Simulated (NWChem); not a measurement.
System: C2H5O anion

The following NWChem deck was run.

```
start job
memory heap 200 mb stack 900 mb global 1100 mb
charge -1
geometry units angstroms noautosym nocenter noautoz
  C      0.225666    -1.179921     0.000000
  C     -0.481220     0.208882     0.000000
  O      0.346877     1.253613     0.000000
  H     -0.503790    -2.017154     0.000000
  H      0.870594    -1.268821    -0.891488
  H      0.870594    -1.268821     0.891488
  H     -1.196942     0.166803     0.891757
  H     -1.196942     0.166803    -0.891757
end
basis spherical
  C library 6-31+g*
  O library 6-31+g*
  H library 6-31+g*
end
dft
  xc m06-2x
  iterations 150
end
cosmo
  dielec 4.8
end
task dft energy
```

Parts of the log:

```
             Northwest Computational Chemistry Package (NWChem) 7.3.0
             --------------------------------------------------------

                             Geometry "geometry" -> ""
                             -------------------------

 Output coordinates in angstroms (scale by  1.889725989 to convert to a.u.)

  No.       Tag          Charge          X              Y              Z
 ---- ---------------- ---------- -------------- -------------- --------------
    1 C                    6.0000     0.22566600    -1.17992100     0.00000000
    2 C                    6.0000    -0.48122000     0.20888200     0.00000000
    3 O                    8.0000     0.34687700     1.25361300     0.00000000
    4 H                    1.0000    -0.50379000    -2.01715400     0.00000000
    5 H                    1.0000     0.87059400    -1.26882100    -0.89148800
    6 H                    1.0000     0.87059400    -1.26882100     0.89148800
    7 H                    1.0000    -1.19694200     0.16680300     0.89175700
    8 H                    1.0000    -1.19694200     0.16680300    -0.89175700

 Effective nuclear repulsion energy (a.u.)      73.9262245162

                                 NWChem DFT Module
                                 -----------------

 Summary of "ao basis" -> "ao basis" (spherical)
 ------------------------------------------------------------------------------
       Tag                 Description            Shells   Functions and Types
 ---------------- ------------------------------  ------  ---------------------
 C                          6-31+g*                  8       18   4s3p1d
 O                          6-31+g*                  8       18   4s3p1d
 H                          6-31+g*                  2        2   2s

 in cosmo_initialize ...

 solvent parameters
 solvname_short: unkn
 solvname_long:  unknown
 dielec:        4.8000

          ---------------
          -cosmo- solvent
          ---------------
 Cosmo: York-Karplus, doi: 10.1021/jp992097l
 dielectric constant -eps-     =   4.80
 screen = (eps-1)/(eps    )    =   0.79167
 surface charge correction     = lagrangian

   van der Waals surface
 --------------------------

 ---------- ATOMIC COORDINATES (A.U.) ------------ VDWR(ANG.) --
     1    0.42644690   -2.22972738    0.00000000     2.000
     2   -0.90937394    0.39472974    0.00000000     2.000
     3    0.65550248    2.36898507    0.00000000     1.720
     4   -0.95202506   -3.81186834    0.00000000     1.300
     5    1.64518411   -2.39772402   -1.68466804     1.300
     6    1.64518411   -2.39772402    1.68466804     1.300
     7   -2.26189240    0.31521196    1.68517638     1.300
     8   -2.26189240    0.31521196   -1.68517638     1.300
 number of segments per atom =         32
 number of   points per atom =         32
 atom (   nspa,  nppa )
 ----------------------
    1 (     22,     0 )       0
    2 (     14,     0 )       0
    3 (     20,     0 )       0
    4 (     12,     0 )       0
    5 (     15,     0 )       0
    6 (     15,     0 )       0
    7 (     14,     0 )       0
    8 (     14,     0 )       0
 number of -cosmo- surface points =      126
 molecular surface =     84.953 angstrom**2
 molecular volume  =     68.275 angstrom**3
 G(cav/disp)       =      1.285 kcal/mol
 -lineq- algorithm             =   0
 -bem- low  level              =   2
 -bem- from -octahedral-
 gaussian surface charge width =   4.50000
 degree of switching           =   1.00000
 switching function tolerance  =   0.00010
 atomic radii =
 --------------
    1  6.000  2.000
    2  6.000  2.000
    3  8.000  1.720
    4  1.000  1.300
    5  1.000  1.300
    6  1.000  1.300
    7  1.000  1.300
    8  1.000  1.300
 ...... end of -cosmo- initialization ......

            General Information
            -------------------
          SCF calculation type: DFT
          Wavefunction type:  closed shell.
          No. of atoms     :     8
          No. of electrons :    26
           Alpha electrons :    13
            Beta electrons :    13
          Charge           :    -1
          Spin multiplicity:     1
          Use of symmetry is: off; symmetry adaption is: off
          Maximum number of iterations: 150
          AO basis - number of functions:    64
                     number of shells:    34
          Convergence on energy requested:  1.00D-06
          Convergence on density requested:  1.00D-05
          Convergence on gradient requested:  5.00D-04

              XC Information
              --------------
                       M06-2X Method XC Functional
                     Hartree-Fock (Exact) Exchange  0.540
                        M06-2X Exchange Functional  1.000
                      M06-2X Correlation Potential  1.000

             Grid Information
             ----------------
          Grid used for XC integration:  medium
          Radial quadrature: Mura-Knowles
          Angular quadrature: Lebedev.
          Tag              B.-S. Rad. Rad. Pts. Rad. Cut. Ang. Pts.
          ---              ---------- --------- --------- ---------
          C                   0.70       49          10.0       434
          O                   0.60       49          11.0       434
          H                   0.35       45          10.0       434
          Grid pruning is: on
          Number of quadrature shells:   372
          Spatial weights used:  Erf1

      Superposition of Atomic Density Guess
      -------------------------------------

 Sum of atomic energies:        -152.57488763

 Renormalizing density from      25.00 to     26

      Non-variational initial energy
      ------------------------------

 Total energy =    -157.822428
 1-e energy   =    -366.644839
 2-e energy   =     134.896186
 HOMO         =       0.043804
 LUMO         =       0.234294

   convergence    iter        energy       DeltaE   RMS-Dens  Diis-err
 ---------------- ----- ----------------- --------- --------- ---------
     COSMO gas phase
 d= 0,ls=0.0,diis     1   -154.2210885491 -2.28D+02  3.15D-02  9.22D-01
 d= 0,ls=0.0,diis     2   -154.2421749189 -2.11D-02  1.82D-02  9.13D-01
 d= 0,ls=0.0,diis     3   -154.3470459571 -1.05D-01  2.27D-03  1.20D-02
 d= 0,ls=0.0,diis     4   -154.3476129098 -5.67D-04  6.26D-03  6.39D-03
 d= 0,ls=0.0,diis     5   -154.3482788322 -6.66D-04  2.80D-04  1.70D-04
  Resetting Diis
 d= 0,ls=0.0,diis     6   -154.3483015314 -2.27D-05  7.54D-05  4.64D-06
 d= 0,ls=0.0,diis     7   -154.3483022976 -7.66D-07  4.46D-05  8.01D-07
 d= 0,ls=0.0,diis     8   -154.3483023562 -5.86D-08  1.45D-05  7.00D-07
 d= 0,ls=0.0,diis     9   -154.3483024443 -8.80D-08  9.11D-06  1.70D-08

   convergence    iter        energy       DeltaE   RMS-Dens  Diis-err
 ---------------- ----- ----------------- --------- --------- ---------
     COSMO solvation phase
 d= 0,ls=0.0,diis     1   -154.4379594059 -8.97D-02  2.28D-02  1.05D-02
 d= 0,ls=0.0,diis     2   -154.4416910124 -3.73D-03  1.14D-03  7.53D-03
 d= 0,ls=0.0,diis     3   -154.4424931887 -8.02D-04  2.20D-03  1.04D-03
 d= 0,ls=0.0,diis     4   -154.4426692600 -1.76D-04  4.67D-04  5.03D-05
 d= 0,ls=0.0,diis     5   -154.4426811092 -1.18D-05  1.33D-04  1.84D-05
 d= 0,ls=0.0,diis     6   -154.4426839075 -2.80D-06  2.27D-05  3.88D-07
 d= 0,ls=0.0,diis     7   -154.4426840058 -9.83D-08  5.43D-06  1.02D-08

         Total DFT energy =     -154.442684005831
      One electron energy =     -366.517884062210
           Coulomb energy =      155.135073467277
    Exchange-Corr. energy =      -21.418543373099
 Nuclear repulsion energy =       73.926224516220

             COSMO energy =        4.432445445981

 Numeric. integr. density =       26.000000933036

                                   COSMO solvation results
                                   -----------------------

                 gas phase energy =      -154.348302444270
                 sol phase energy =      -154.442684005831
 (electrostatic) solvation energy =         0.094381561561 (   59.23 kcal/mol)

                       DFT Final Molecular Orbital Analysis
                       ------------------------------------

 Vector   11  Occ=2.000000D+00  E=-3.621584D-01
              MO Center=  8.3D-02,  3.3D-01, -8.4D-10, r^2= 2.7D+00
   Bfn.  Coefficient  Atom+Function         Bfn.  Coefficient  Atom+Function
  ----- ------------  ---------------      ----- ------------  ---------------
    40      0.347388  3 O  py                21     -0.249514  2 C  px
    39      0.236407  3 O  px                22     -0.195531  2 C  py
    42      0.195309  3 O  s                 44      0.185903  3 O  py
     3      0.183312  1 C  px                55     -0.163715  4 H  s
    56     -0.150673  4 H  s                  4      0.127736  1 C  py

 Vector   12  Occ=2.000000D+00  E=-2.139393D-01
              MO Center=  1.6D-01,  7.7D-01,  6.1D-09, r^2= 2.0D+00
   Bfn.  Coefficient  Atom+Function         Bfn.  Coefficient  Atom+Function
  ----- ------------  ---------------      ----- ------------  ---------------
    39      0.418663  3 O  px                40     -0.344943  3 O  py
    28      0.309688  2 C  s                 43      0.305290  3 O  px
    44     -0.258732  3 O  py                 6     -0.216814  1 C  s
     4     -0.213241  1 C  py                10     -0.207038  1 C  s
    47      0.153424  3 O  px                 8     -0.140767  1 C  py

 Vector   13  Occ=2.000000D+00  E=-2.124424D-01
              MO Center= -2.7D-02,  9.3D-01, -5.8D-09, r^2= 1.8D+00
   Bfn.  Coefficient  Atom+Function         Bfn.  Coefficient  Atom+Function
  ----- ------------  ---------------      ----- ------------  ---------------
    41      0.539239  3 O  pz                45      0.392015  3 O  pz
    62     -0.271372  7 H  s                 64      0.271372  8 H  s
    49      0.215403  3 O  pz                61     -0.158962  7 H  s
    63      0.158962  8 H  s                 23     -0.148100  2 C  pz
    58     -0.077654  5 H  s                 60      0.077654  6 H  s

 Vector   14  Occ=0.000000D+00  E= 6.805494D-02
              MO Center=  4.8D-01, -1.9D+00, -8.3D-10, r^2= 9.3D+00
   Bfn.  Coefficient  Atom+Function         Bfn.  Coefficient  Atom+Function
  ----- ------------  ---------------      ----- ------------  ---------------
    28      5.863303  2 C  s                 10     -3.456850  1 C  s
    12     -1.950678  1 C  py                46     -1.253145  3 O  s
    29      1.010799  2 C  px                30     -0.742681  2 C  py
    11      0.629930  1 C  px                48      0.210910  3 O  py
     6     -0.207475  1 C  s                 56     -0.181589  4 H  s

 Vector   15  Occ=0.000000D+00  E= 7.363018D-02
              MO Center= -1.1D+00,  4.1D-01, -2.1D-09, r^2= 1.2D+01
   Bfn.  Coefficient  Atom+Function         Bfn.  Coefficient  Atom+Function
  ----- ------------  ---------------      ----- ------------  ---------------
    10      8.147947  1 C  s                 28     -7.128078  2 C  s
    30      3.102566  2 C  py                12      2.566077  1 C  py
    29     -1.600123  2 C  px                11     -1.591583  1 C  px
    46     -0.717619  3 O  s                 47      0.382490  3 O  px
    25      0.193635  2 C  px                26      0.128325  2 C  py

 Vector   16  Occ=0.000000D+00  E= 8.967549D-02
              MO Center= -1.6D-01, -7.7D-02, -4.2D-10, r^2= 1.2D+01
   Bfn.  Coefficient  Atom+Function         Bfn.  Coefficient  Atom+Function
  ----- ------------  ---------------      ----- ------------  ---------------
    46      1.843110  3 O  s                 28     -1.639303  2 C  s
    29     -1.233745  2 C  px                30     -0.655671  2 C  py
    10      0.525396  1 C  s                 24     -0.370090  2 C  s
    48     -0.368995  3 O  py                11     -0.285437  1 C  px
    12     -0.252884  1 C  py                56     -0.243508  4 H  s

     Multipole analysis of the density
     ---------------------------------

     L   x y z        total         alpha         beta         nuclear
     -   - - -        -----         -----         ----         -------
     0   0 0 0     -1.000000    -13.000000    -13.000000     25.000000

     1   1 0 0     -0.652001     -0.406508     -0.406508      0.161016
     1   0 1 0     -2.197739     -1.081371     -1.081371     -0.034998
     1   0 0 1     -0.000000     -0.000000     -0.000000      0.000000

     2   2 0 0    -18.785839    -22.414071    -22.414071     26.042303
     2   1 1 0     -1.702767     -0.290258     -0.290258     -1.122251
     2   1 0 1     -0.000000     -0.000000     -0.000000      0.000000
     2   0 2 0    -24.494815    -63.191865    -63.191865    101.888915
     2   0 1 1      0.000000      0.000000      0.000000      0.000000
     2   0 0 2    -17.569857    -14.462854    -14.462854     11.355852
```

Level: M06-2X/6-31+G* (spherical d), COSMO on the gas-phase geometry. Coordinates come from a B3LYP/def2-SVPD optimisation. The gas-phase anion has a positive highest level at the geometry level, so the gas reference is doubtful. COSMO prints the solvation energy as gas minus solution, so a positive value is a stabilisation.
